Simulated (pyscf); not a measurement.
Addition across a multiple bond or ene-type step: H₂C=CH–CH₃ (SMILES C=CC) + H₂O (SMILES O) → H₃C–CH₂–CH₂–OH (SMILES CCCO)

Gas phase, singlet surface, charge 0. Bonds broken: O10–H11. Bonds formed: C2–H11, C3–O10. Single points on ωB97X-D3(BJ)/def2-SVP structures (PySCF, gas phase). MP2 and CC: frozen core, UHF for open shells. ΔMP2 is the change of the MP2 total energy from the triple- to the quadruple-zeta basis.

Transition state (Å):

```xyz
12

C     -1.7064     1.2398    -0.6011
C     -0.4874     0.8496     0.2160
C      0.0566    -0.4641     0.1202
H     -2.4137     0.3975    -0.6857
H     -2.2541     2.0711    -0.1284
H     -1.4532     1.5625    -1.6279
H      0.2397     1.6498     0.4104
H     -0.4367    -1.2260    -0.4934
H      1.1295    -0.6365     0.2657
O     -0.5750    -1.0356     1.7312
H     -0.8072     0.1312     1.4584
H      0.1426    -1.0919     2.3842
```

One imaginary mode, 1989i cm⁻¹; descent along it reached the two sides named.

| bond | change | reactant side (Å) | saddle | product side |
|---|---|---|---|---|
| O10–H11 | breaks | 0.967 | 1.221 | 2.7 |
| C2–H11 | forms | 2.441 | 1.470 | 1.103 |
| C3–O10 | forms | 3.3 | 1.822 | 1.410 |

Electronic energies relative to the separated reactants (eV):

```json
[
 {"level": "ωB97X-D3(BJ)/def2-TZVP", "barrier": "2.50", "reaction energy": "-0.71", "reverse barrier": "3.21"},
 {"level": "PBE/def2-TZVP", "barrier": "2.10", "reaction energy": "-0.59", "reverse barrier": "2.69"},
 {"level": "r²SCAN/def2-TZVP", "barrier": "2.27", "reaction energy": "-0.65", "reverse barrier": "2.92"},
 {"level": "B3LYP-D3(BJ)/def2-TZVP", "barrier": "2.45", "reaction energy": "-0.54", "reverse barrier": "2.99"},
 {"level": "PBE0-D3(BJ)/def2-TZVP", "barrier": "2.31", "reaction energy": "-0.74", "reverse barrier": "3.05"},
 {"level": "M06-2X/def2-TZVP", "barrier": "2.52", "reaction energy": "-0.66", "reverse barrier": "3.18"},
 {"level": "ωB97M-D3(BJ)/def2-TZVP", "barrier": "2.48", "reaction energy": "-0.60", "reverse barrier": "3.08"},
 {"level": "HF/def2-TZVP", "barrier": "3.47", "reaction energy": "-0.47", "reverse barrier": "3.94"},
 {"level": "MP2/def2-QZVPP", "barrier": "2.54", "reaction energy": "-0.52", "reverse barrier": "3.06"},
 {"level": "CCSD/def2-TZVPP", "barrier": "2.81", "reaction energy": "-0.53", "reverse barrier": "3.33"},
 {"level": "CCSD(T)/def2-TZVPP", "barrier": "2.63", "reaction energy": "-0.51", "reverse barrier": "3.14"},
 {"level": "CCSD(T)/def2-TZVPP + ΔMP2(QZVPP)", "barrier": "2.65", "reaction energy": "-0.49", "reverse barrier": "3.14"}
]
```

With CCSD(T)/def2-TZVPP + ΔMP2(QZVPP) energies and thermal terms (ideal gas, 1 atm, RRHO with modes under 100 cm⁻¹ raised to 100, one conformer, R ln 2 for chiral ones without a mode under 150 cm⁻¹), in eV:

```tsv
T (K)	ΔH‡	ΔG‡	ΔH	ΔG
298	2.57	3.02	-0.34	+0.13
600	2.57	3.48	-0.35	+0.62
900	2.60	3.93	-0.33	+1.10
1200	2.63	4.37	-0.29	+1.58
```

One saddle was located; it need not be the lowest between these sides. The CCSD(T) − MP2 part came from Ansatz, without density fitting, on the same reference.
